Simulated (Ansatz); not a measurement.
## How methods differ on BH4O− (SMILES [BH3-]O)

BH4O−: 6 atoms, total charge -1, spin state singlet. As SMILES, `[BH3-]O`. The shape is that of a GFN2-xTB optimisation.

| atom | x (Å) | y (Å) | z (Å) |
| --- | --- | --- | --- |
| B | -0.0747 | -0.1737 | -0.3164 |
| O | -0.0135 | 1.0162 | 0.6040 |
| H | 1.0627 | -0.6505 | -0.4997 |
| H | -0.5423 | 0.1952 | -1.3793 |
| H | -0.7890 | -1.0725 | 0.1690 |
| H | 0.3568 | 0.6853 | 1.4224 |

Each level gives the vertical detachment energy (to the doublet neutral) (eV). The values are calculated.

| level | kind | program | value (eV) |
| --- | --- | --- | --- |
| r2SCAN/STO-3G | meta-GGA | Ansatz | -1.02 |
| PBE0/STO-3G | global hybrid | Ansatz | -0.89 |
| r2SCAN0/STO-3G | hybrid meta-GGA | Ansatz | -0.76 |
| CAM-B3LYP/STO-3G | range-separated hybrid | Ansatz | -0.77 |
| HSE06/STO-3G | range-separated hybrid | Ansatz | -0.90 |
| wB97M-V/STO-3G | range-separated hybrid | Ansatz | ? |
| wB97X/STO-3G | range-separated hybrid | Ansatz | ? |
| RPA@PBE/STO-3G | RPA | Ansatz | -1.95 |
| FCI/STO-3G | exact in the basis | Ansatz | -1.55 |

(1) Estimate what the levels marked ? give.

## Answers

(1) As computed at these levels: wB97M-V/STO-3G: -0.75 eV; wB97X/STO-3G: -0.71 eV. Sets without diffuse functions describe the anion poorly. The values span -1.95 to -0.71 eV. All rows use very small basis sets, so even the best lies far from the true value.
